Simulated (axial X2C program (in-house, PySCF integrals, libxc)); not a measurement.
## Nuclear properties of NaO⁺

Calculated with an axial X2C code built on PySCF integrals: two-component X2C with atomic mean-field Coulomb and Gaunt terms, Gaussian nuclei, basis Na dyall-cv3z, O dyall-av3z with contracted cores.

R = 2.501 Å (near the PBE0 minimum at charge 1 of the determinant lowest at the starting distance; the state shown can have its own minimum elsewhere).

Determinant lowest in the PBE0 search, Ω = 1 (⟨Sz⟩ = 1.00, ⟨Lz⟩ = 0.00 at PBE0), spin on the atoms Na 0.00, O 1.00:

```tsv
level	Eeff magnitude (GV/cm)	Ws magnitude Na (kHz)	Ws magnitude O (kHz)	A∥/gI Na (MHz)	qzz Na (a.u.)	A∥/gI O (MHz)	qzz O (a.u.)
PBE0	0.00357	0.000433	0.000544	-3.66	-0.08	-197	-3.42
HF	0.00465	0.000518	0.000873	-3.8	-0.08	-122	-3.32
BHandHLYP	0.00386	0.000494	0.000586	-3.9	-0.09	-154	-3.43
r2SCAN	0.00437	0.000621	0.000655	-5.15	-0.09	-175	-3.43
B3LYP	0.00366	0.000487	0.000521	-4.47	-0.09	-184	-3.47
```

Eeff is the effective electric field on the electron electric dipole moment in this Ω state and Ws the scalar–pseudoscalar constant of the nucleus named (defined with the proton number Z and per Ω); A∥ (defined per Ω) follows by multiplying with gI = μI/(I μN); qzz is the electric field gradient, eQq0 = 234.96 MHz × Q/barn × qzz. The operators were transformed with the bare-nucleus X2C matrices; with these basis sets, hyperfine constants and field gradients can be off by tens of per cent, and where levels differ in sign neither size nor sign is settled.

(1) With gI(23Na) = 1.4783, Q(23Na) = 0.104 barn, gI(17O) = -0.7575, Q(17O) = -0.02558 barn (g factors from the IAEA table of nuclear moments by Stone; Q from Pyykkö, Mol. Phys. 2018), turn the PBE0 values of the first state into constants in MHz.

Each state is one determinant with collinear spin, which with several unpaired electrons need not be a pure state. Unrestricted Hartree–Fock can overshoot spin polarisation at the nuclei. With several open shells hyperfine constants can be off by a factor of several. Open-shell Ω = 0 determinants with evenly filled partner blocks cannot be reached by this program, so the Ω shown need not be the lowest component. The search compared states at one distance, so a state with another bond length can lie lower. Further determinants of the search, some of them spin-mixed, are not shown.

## Answers

(1) A∥(23Na) = -3.66 × 1.4783 = -5.41 MHz; eQq0(23Na) = 234.96 × (0.104) × (-0.08) = -1.95 MHz; A∥(17O) = -197 × -0.7575 = 149 MHz; eQq0(17O) = 234.96 × (-0.02558) × (-3.42) = 20.6 MHz.
